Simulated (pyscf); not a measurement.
This saddle point was located with ωB97X-D3(BJ)/def2-SVP in PySCF.

```xyz
14

F     -0.3328    -0.6241     2.0113
Si    -1.4715    -0.0093     0.9944
F     -1.6122    -1.3893     0.0545
O     -0.5630     0.7610    -0.2852
Si    -0.4001     0.0408    -1.8251
H     -2.9110     0.0696     1.2899
H      0.4433    -1.1781    -1.7692
H     -1.7319    -0.2081    -2.4228
H      0.3169     1.0807    -2.6176
H     -0.0038     1.9532     1.7417
F     -1.3111     1.5482     1.8896
H      0.4398     1.4731     0.3722
O      0.9221     1.9173     1.2333
H      1.3852     1.1769     1.6621
```

Surface: singlet, charge 0. Lowest wavenumbers (cm⁻¹): 259i, 47, 85, 150, 175.

**Question.** Which two sides does it connect, and which bonds change?

**Answer.** F–SiH(F)–O–SiH₃ + HF + H₂O ⇌ F–SiH(F)–F + HO–SiH₃ + H₂O, a multi-bond step read from left to right: O–Si, F–H, H–O broken and F–Si, H–O, H–O formed. At ωB97M-D3(BJ)/def2-TZVP it lies -16.3 kJ/mol from the left side and +3.9 kJ/mol from the right (each side as separated species at their lowest minima found). On the reactant side the descent ends in a bound adduct, 52.0 kJ/mol under the separated species and 35.9 kJ/mol under the saddle at ωB97X-D3(BJ)/def2-TZVP. On the product side the descent ends in an adduct with a O–Si contact, 37.2 kJ/mol under the separated species and 34.0 kJ/mol under the saddle at ωB97X-D3(BJ)/def2-TZVP. At ωB97M-D3(BJ) the saddle lies under the separated reactants, which points to a path from their complex (located at ωB97X-D3(BJ) alone). What is counted as broken (O–Si) persists as a longer contact in the product adduct; parting that adduct is a step of its own. One saddle was located; it need not be the lowest between these sides.
